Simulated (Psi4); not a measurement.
**C2H3Si (SMILES [C]#C[SiH3]): UHF/cc-pVTZ (sweep point 9)**

Aim: the vertical doublet–quartet gap of C2H3Si at UHF/cc-pVTZ (sweep point 9), from 2 runs. 

Program for the calculation: Psi4 1.11.

## Step 1: The structure to begin with

C2H3Si: 6 atoms, total charge 0, spin state doublet. SMILES: `[C]#C[SiH3]`. The shape is that of a PBE0-D4/def2-TZVP optimisation.

Bond lengths: C1–C2 1.212 Å, C2–Si3 1.827 Å, Si3–H4 1.482 Å, Si3–H5 1.482 Å, Si3–H6 1.482 Å. Angles: C1–C2–Si3 179.9°, C2–Si3–H4 108.8°, C2–Si3–H5 108.8°, C2–Si3–H6 108.8°, H4–Si3–H5 110.1°, H4–Si3–H6 110.1°, H5–Si3–H6 110.1°.

## Step 2: The energy at UHF/cc-pVTZ (sweep point 9)

The input, calc.in:

```
memory 1.6 GB

molecule mol {
  0 2
  C      1.099800    -1.943700     1.067500
  C      0.563900    -0.994100     0.538900
  Si    -0.246300     0.437400    -0.257000
  H     -1.451000    -0.035700    -0.979200
  H      0.706200     1.059100    -1.207200
  H     -0.630600     1.412800     0.790800
  symmetry c1
}

set basis cc-pVTZ
set reference uhf
set puream true
set scf_type pk
set maxiter 150

energy_value, wavefunction = energy('hf', return_wfn=True)
print_variables()
```

The run is started by

```bash
$ psi4 -n 1 calc.in calc.out
```

calc.out:

```text
[...]
  Running in c1 symmetry.
[...]
  Nuclear repulsion =   76.367132930564821
[...]
  Multiplicity = 2
[...]
  Nalpha       = 15
  Nbeta        = 14
[...]
    Number of basis functions: 136
[...]
   @UHF iter   1:  -366.20943417145867   -9.60707e-01   2.61050e-03 ADIIS/DIIS
[...]
   @UHF iter  13:  -366.30645028332685   -1.06485e-07   5.91710e-07 DIIS
[...]
   @S^2 Observed:                1.156173591E+00
[...]
    Orbital Energies [Eh]
    ---------------------
    Alpha Occupied:
       1A    -68.798271     2A    -11.300328     3A    -11.223446
       4A     -6.145984     5A     -4.253176     6A     -4.251878
       7A     -4.251878     8A     -1.058162     9A     -0.773356
      10A     -0.638910    11A     -0.541565    12A     -0.502029
      13A     -0.502006    14A     -0.445611    15A     -0.445604
    Alpha Virtual:
      16A      0.122154    17A      0.122168    18A      0.135382
      19A      0.192329    20A      0.211179    21A      0.211183
      22A      0.263397    23A      0.298858    24A      0.298865
      25A      0.305634    26A      0.386002    27A      0.386007
[...]
  @UHF Final Energy:  -366.30645028332685
   => Energetics <=
    Nuclear Repulsion Energy =             76.3671329305648214
    One-Electron Energy =                -655.8237485053147111
    Two-Electron Energy =                 213.1501652914230647
    Total Energy =                       -366.3064502833268534
  UHF NO Occupations:
  HONO-2 :   13  A 1.8945684
  HONO-1 :   14  A 1.8945636
[...]
 Multipole Moments:
 ------------------------------------------------------------------------------------
     Multipole            Electronic (a.u.)      Nuclear  (a.u.)        Total (a.u.)
 ------------------------------------------------------------------------------------
 L = 1.  Multiply by 2.5417464519 to convert [e a0] to [Debye]
 Dipole X            :          1.8252161           -1.8970314           -0.0718153
 Dipole Y            :         -3.2262612            3.3529337            0.1266725
 Dipole Z            :          1.7938126           -1.8642941           -0.0704815
 Magnitude           :                                                    0.1617745
[...]
```

Run time: 23 s. Hardware: 1 thread of AMD EPYC 7R43 (Zen 3), shared host; peak memory 1 GiB.

## Step 3: The quartet, same level

The input, job.inp:

```
memory 1600 MB

molecule system {
  0 4
  C      1.099800    -1.943700     1.067500
  C      0.563900    -0.994100     0.538900
  Si    -0.246300     0.437400    -0.257000
  H     -1.451000    -0.035700    -0.979200
  H      0.706200     1.059100    -1.207200
  H     -0.630600     1.412800     0.790800
  symmetry c1
}

set globals {
  basis     cc-pVTZ
  reference uhf
  puream    true
  scf_type  pk
  maxiter   150
}

e_tot = energy("hf")
print_variables()
```

The run is started by

```bash
$ psi4 job.inp job.out -n 1
```

job.out:

```text
[...]
  Running in c1 symmetry.
[...]
  Nuclear repulsion =   76.367132930564821
[...]
  Multiplicity = 4
[...]
  Nalpha       = 16
  Nbeta        = 13
[...]
    Number of basis functions: 136
[...]
   @UHF iter   1:  -365.93150903668379   -6.82781e-01   3.06647e-03 ADIIS/DIIS
[...]
   @UHF iter  13:  -366.16039283842883   -8.48308e-08   5.30431e-07 DIIS
[...]
   @S^2 Observed:                3.873899271E+00
[...]
    Orbital Energies [Eh]
    ---------------------
    Alpha Occupied:
       1A    -68.790609     2A    -11.307504     3A    -11.253251
       4A     -6.136665     5A     -4.243345     6A     -4.243042
       7A     -4.242923     8A     -1.128817     9A     -0.793566
      10A     -0.665785    11A     -0.601237    12A     -0.562341
      13A     -0.505271    14A     -0.492345    15A     -0.462191
      16A     -0.251352
    Alpha Virtual:
      17A      0.113020    18A      0.136059    19A      0.180758
      20A      0.192190    21A      0.204926    22A      0.258329
      23A      0.301473    24A      0.302339    25A      0.302836
[...]
  @UHF Final Energy:  -366.16039283842883
   => Energetics <=
    Nuclear Repulsion Energy =             76.3671329305648214
    One-Electron Energy =                -655.5558882394082048
    Two-Electron Energy =                 213.0283624704145495
    Total Energy =                       -366.1603928384288338
  UHF NO Occupations:
  HONO-2 :   14  A 1.0000000
  HONO-1 :   15  A 1.0000000
[...]
 Multipole Moments:
 ------------------------------------------------------------------------------------
     Multipole            Electronic (a.u.)      Nuclear  (a.u.)        Total (a.u.)
 ------------------------------------------------------------------------------------
 L = 1.  Multiply by 2.5417464519 to convert [e a0] to [Debye]
 Dipole X            :          1.9320328           -1.8970314            0.0350015
 Dipole Y            :         -3.4117046            3.3529337           -0.0587708
 Dipole Z            :          1.8847211           -1.8642941            0.0204270
 Magnitude           :                                                    0.0713889
[...]
```

Wall time 23 s (1 thread of AMD EPYC 7R43 (Zen 3), shared host); peak memory 1 GiB.

## Step 4: What came out

At UHF/cc-pVTZ (sweep point 9):

| quantity | value |
| --- | --- |
| doublet: total energy | -366.30645 Eh |
| doublet: dipole moment | 0.41 D |
| doublet: HOMO energy (highest over α and β) | -11.26 eV |
| doublet: LUMO energy (lowest over α and β) | 0.81 eV |
| doublet: ⟨S²⟩ | 1.156 |
| quartet: total energy | -366.16039 Eh |
| quartet: dipole moment | 0.18 D |
| quartet: HOMO energy (highest over α and β) | -6.84 eV |
| quartet: LUMO energy (lowest over α and β) | 0.41 eV |
| quartet: ⟨S²⟩ | 3.874 |
| vertical energy of the quartet above the doublet | 3.974 eV |

What this shows: At this shape the quartet lies 3.97 eV (383 kJ/mol) above the doublet. ⟨S²⟩ (doublet) is 1.16 where a pure doublet has 0.75: the reference is spin-contaminated. ⟨S²⟩ (quartet) is 3.87 where a pure quartet has 3.75: the reference is spin-contaminated.
